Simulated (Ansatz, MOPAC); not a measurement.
Reaction (SMILES): CCS [ethanethiol] + 2 [H][H] (H2) -> 2 C (CH4) + S (H2S)

Wanted: energy of full hydrogenation (enthalpy at 298 K), in kcal/mol. Set-up: LANL2DZ with its own core potentials from Na on; dispersion terms only where a functional's name holds one; non-relativistic; no spin-orbit coupling. Ab initio and DFT rows: single points at B3LYP-D3(BJ) geometries (Ansatz, a program for electronic structure), with unscaled harmonic terms from B3LYP/6-31G* at its own minima. Semi-empirical rows: MOPAC heats of formation at their own minima for 298 K.

| species | coefficient | E at B3LYP/LANL2DZ (Ansatz), Eh | E at PBE0/def2-TZVPD (Ansatz), Eh | H(298 K) - E, kcal/mol | heat of formation at PM3 (MOPAC), kcal/mol |
|---|---|---|---|---|---|
| CCS | -1 | -89.90541 | -477.81604 | 50.83 | -8.75 |
| [H][H] (H2) | -2 | -1.17442 | -1.16825 | 8.44 | -13.39 |
| C (CH4) | +2 | -40.51439 | -40.47422 | 30.76 | -13.03 |
| S (H2S) | +1 | -11.28850 | -399.26257 | 11.88 | -0.92 |

Measured values: Active Thermochemical Tables 1.112 (ions: stationary electron), as tabulated in the package chemicals; G2/97 table in ASE (Curtiss et al.); they hold spin-orbit and core effects, anharmonicity and other conformers.  Value to compare with, the measured value: -29.4 kcal/mol. 1 Eh = 627.5095 kcal/mol.

Work the quantity out at each level, and compare with the measured value.


- B3LYP/LANL2DZ: the sum of coefficient times E is -0.06303 Eh, or -39.55 kcal/mol; the thermal terms add 5.69. Result: -33.9 kcal/mol. Its error against the measured value is -4.5 kcal/mol.
- PBE0/def2-TZVPD: the sum of coefficient times E is -0.05847 Eh, or -36.69 kcal/mol; the thermal terms add 5.69. Result: -31.0 kcal/mol. Its error against the measured value is -1.6 kcal/mol.
- PM3: the sum of coefficient times heat of formation is 8.55 kcal/mol; it needs no thermal term. Its error against the measured value is 38.0 kcal/mol.
